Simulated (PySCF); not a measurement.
Molecule: Cyclopropylamine (NC1CC1, C₃H₇N).

Molfile (atoms numbered from 1):
```
C3H7N
     RDKit          3D

 11 11  0  0  0  0  0  0  0  0999 V2000
    1.3553    0.4718    0.7828 N   0  0  0  0  0  0  0  0  0  0  0  0
    0.3519    0.4543   -0.2369 C   0  0  0  0  0  0  0  0  0  0  0  0
   -1.0819    0.2859    0.1378 C   0  0  0  0  0  0  0  0  0  0  0  0
   -0.3893   -0.7900   -0.6581 C   0  0  0  0  0  0  0  0  0  0  0  0
    1.0466   -0.0476    1.6013 H   0  0  0  0  0  0  0  0  0  0  0  0
    2.2062    0.0189    0.4537 H   0  0  0  0  0  0  0  0  0  0  0  0
    0.5515    1.1783   -1.0362 H   0  0  0  0  0  0  0  0  0  0  0  0
   -1.8355    0.9064   -0.3538 H   0  0  0  0  0  0  0  0  0  0  0  0
   -1.3051    0.0757    1.1889 H   0  0  0  0  0  0  0  0  0  0  0  0
   -0.6603   -0.9182   -1.7101 H   0  0  0  0  0  0  0  0  0  0  0  0
   -0.1415   -1.7209   -0.1386 H   0  0  0  0  0  0  0  0  0  0  0  0
  1  2  1  0
  2  3  1  0
  3  4  1  0
  4  2  1  0
  1  5  1  0
  1  6  1  0
  2  7  1  0
  3  8  1  0
  3  9  1  0
  4 10  1  0
  4 11  1  0
M  END
```

Geometry PBE0-D3(BJ)/def2-SVP throughout; GIAO in PySCF 2.14.0 with density-fitted response routines, gas phase, one conformer, non-relativistic; equivalent atoms averaged; basis pcSseg-2.

Question: How do the absolute shieldings σ depend on the functional? (ppm; last column core-seconds on 1 thread of an Arm Neoverse V1, shared host; the GGAs took longer than the global hybrids here, which isn't the general rule, and the cause wasn't traced)

Answer: 
```
functional                    kind     N1     C2  C3/C4     H7  H8/H10  H5/H6  H9/H11  core-s
        HF            Hartree–Fock  226.0  169.1  184.1  29.79   31.24  31.30   31.67      10
       LDA                     LDA  211.0  149.4  168.1  28.42   30.19  30.48   30.82      24
       PBE                     GGA  207.9  149.0  167.6  28.93   30.61  30.90   31.23      29
      BLYP                     GGA  202.0  144.0  162.9  29.13   30.78  31.04   31.42      31
      BP86                     GGA  207.7  148.7  167.3  29.00   30.67  30.97   31.28      30
      OPBE                     GGA  215.0  154.5  173.1  28.99   30.65  30.97   31.22      31
       KT2                     GGA  208.1  153.5  171.8  28.94   30.62  30.88   31.27      31
       KT3                     GGA  207.8  152.2  170.7  29.15   30.79  31.04   31.41      30
     B97-D                     GGA  207.4  148.9  167.6  29.18   30.83  31.07   31.43      31
     B3LYP           global hybrid  208.4  150.1  168.0  29.22   30.85  31.07   31.40      19
      PBE0           global hybrid  215.3  155.8  173.4  29.10   30.72  30.97   31.26      21
  mPW1PW91           global hybrid  214.7  155.0  172.7  29.17   30.77  31.02   31.30      22
      WP04           global hybrid  201.4  141.3  160.7  29.56   31.07  31.20   31.52      19
     B97-2           global hybrid  214.0  155.1  172.7  29.23   30.85  31.08   31.37      18
 BHandHLYP           global hybrid  215.9  157.7  174.4  29.38   30.95  31.10   31.44      18
 CAM-B3LYP  range-separated hybrid  214.5  154.4  171.7  29.17   30.79  31.01   31.30      24
   wB97X-D  range-separated hybrid  216.5  156.0  173.4  29.23   30.84  31.08   31.32      24
   LC-wPBE  range-separated hybrid  224.3  160.7  177.4  29.20   30.78  31.07   31.21      35
```

Question: Which nucleus moves most, in ppm?

Answer: C2 (three-membered-ring carbon): from 141.3 ppm with WP04 to 169.1 ppm with HF. The smallest spread is 0.83 ppm, at H5/H6. Proton shifts span only some 12 ppm, so a few tenths of a ppm matter as much there as several ppm in carbon.
